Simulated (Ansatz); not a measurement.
Working through a relaxed scan of one distance of BH₃P₂, SMILES B1PP1

Program: Ansatz 0.2.0, Python API.

Notebook, run cell by cell (the value of a cell's last expression is shown):

In [1]:
```python
import ansatz as az
from ase import Atoms
import numpy as np
```

In [2]:
```python
atoms = Atoms(["B", "P", "P", "H", "H", "H"], positions=[
    (-0.7351, -0.4455, -0.3967),
    (0.7093, 0.9395, -0.4816),
    (0.4847, -0.3199, 1.1104),
    (-1.6639, -0.8751, -0.9105),
    (1.5749, 0.0357, -1.248),
    (-0.3279, 0.6013, 1.8803),
])
system = az.Crystal.molecule_from_ase(atoms)
```

In [3]:
```python
calculation = (
    system.calculation()
    .basis(gaussian="def2-SVP")
    .functional("PBE", dispersion="d3bj")
)
symbols = [site.symbol for site in system.cartesian_sites]
pairs = [(0, 1), (0, 2), (0, 3), (1, 2), (1, 4), (2, 5)]
print("held (A)   E (eV)        ", "  ".join(f"{symbols[i]}{i}-{symbols[j]}{j}" for i, j in pairs))
for length in [1.79, 1.94, 2.1, 2.33, 2.62]:
    data = calculation.relax(constraints=[az.DistanceConstraint((0, 2), at=length)], force_tolerance=0.02, max_steps=60).run().report
    xyz = np.array(data["positions_ang"])
    print(f"{length:6.2f} {data['free_energy_ev']:14.5f}  ", "  ".join(f"{np.linalg.norm(xyz[i] - xyz[j]):.3f}" for i, j in pairs))
```
```text
held (A)   E (eV)         B0-P1  B0-P2  B0-H3  P1-P2  P1-H4  P2-H5
DeckWarning: relax.constraints: the input's atoms, or those drawn, lie off the distances that are held; a relaxation that starts there is brought onto them ahead of its first SCF, by positions alone, an atom by 7.65e-2 Å at the most. With the symmetry detection on, the symmetry is detected on the input's atoms as so [...]
  1.79   -19285.45204   1.915  1.790  1.207  2.283  1.444  1.445
  1.94   -19285.54347   1.896  1.940  1.207  2.301  1.446  1.445
  2.10   -19285.33879   1.879  2.100  1.205  2.316  1.446  1.445
  2.33   -19284.83402   1.858  2.330  1.203  2.321  1.445  1.446
  2.62   -19284.23373   1.805  2.620  1.199  2.258  1.439  1.445
```

Reading the output:
- Total energies depend on the basis set; only differences at equal settings carry meaning.
- Warnings are shown shortened and without file and line.
- The energies are electronic: no zero-point or thermal terms, and the basis set is short of its limit.
- It ran for 66 s on 1 thread of Arm Neoverse V1, on a shared host, peak memory 0.19 GiB.
